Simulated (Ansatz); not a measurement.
**NH2 (SMILES [NH2]): the energy to break a bond**

NH2: 3 atoms, total charge 0, spin state doublet. As SMILES, `[NH2]`. The shape was relaxed beforehand at r2SCAN/def2-SVP.

```xyz
3

N     0.3480   -0.2065    0.1715
H     0.1234    0.8046    0.1552
H    -0.4713   -0.5981   -0.3267
```

Wanted: the dissociation energy of the H3–N1 bond into doublet H and singlet NH (shapes relaxed at r2SCAN/def2-SVP, no zero-point term). 1 Eh = 2625.50 kJ/mol = 27.2114 eV. Totals in Eh; open shells run unrestricted unless said.

| level | program | NH2 | doublet H | singlet NH |
| --- | --- | --- | --- | --- |
| UHF/def2-TZVPP | Ansatz | -55.587873 | -0.499810 | -54.876728 |
| UPBE0-D4/def2-TZVPP | Ansatz | -55.836556 | -0.501036 | -55.090746 |
| U-wB97M-V/def2-TZVPP | Ansatz | -55.873655 | -0.494111 | -55.146748 |

Q: Work out the dissociation energy at each level.

A: 
1. UHF/def2-TZVPP: (-0.499810) + (-54.876728) − (-55.587873) = 0.211335 Eh = 554.9 kJ/mol = 5.75 eV.
2. UPBE0-D4/def2-TZVPP: (-0.501036) + (-55.090746) − (-55.836556) = 0.244774 Eh = 642.7 kJ/mol = 6.66 eV.
3. U-wB97M-V/def2-TZVPP: (-0.494111) + (-55.146748) − (-55.873655) = 0.232796 Eh = 611.2 kJ/mol = 6.33 eV.

The levels span 555 to 643 kJ/mol; no measured value is set beside them. Hartree–Fock lacks the correlation of the electrons that are unpaired, so it comes out low. A fragment with an even electron count was run as a singlet and may have a lower triplet. A bond enthalpy at 298 K also holds the loss of zero-point energy and thermal terms.
